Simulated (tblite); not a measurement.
C₄H₈NS (doublet state).
Z-matrix (Å and degrees, GFN2-xTB geometry), rows numbered from 1:
```
C 
C   1  1.4803
N   2  1.3335  1  121.19
C   3  1.3512  2  129.82  1  -179.98
C   4  1.4908  3  118.81  2     0.01
S   4  1.6653  3  117.59  2  -179.98
H   1  1.0879  2  110.98  3    -0.14
H   1  1.0924  2  110.86  3   120.58
H   1  1.0923  2  110.86  3  -120.85
H   2  1.0746  1  119.98  3   180.00
H   3  1.0184  2  116.91  1     0.04
H   5  1.0915  4  110.59  3   -60.13
H   5  1.0856  4  109.32  3   179.91
H   5  1.0915  4  110.61  3    59.92
```

Level: GFN2-xTB in tblite, geometry and Hessian alike; calculated harmonic values, unscaled, isolated species. Against measured fundamentals such values can be off by several per cent, at times by over 20. One conformer, not necessarily the lowest. Open shells enter through the occupations alone, without spin polarisation, and single modes of such species can be off by tens of per cent.

How many normal modes are there?

14 atoms, non-linear: 3N − 6 = 36.

What is the point group of the computed structure, and how do the modes divide by symmetry?

Cs. The vibrations span 23 a′ + 13 a″.

How many distinct wavenumbers does the calculation give?

36: Cs has no degenerate species.

How many fundamentals are allowed in the infrared by symmetry?

36 of 36: in Cs every mode is allowed. All fundamentals are allowed in the Raman spectrum.

How far is the lowest real mode excited at 500 K, as a harmonic oscillator?

θ = hcν̃/k = 115 K for 79.6 cm⁻¹, so N1/N0 = 0.8 and ⟨v⟩ = 1/(exp(θ/T) − 1) = 3.9.
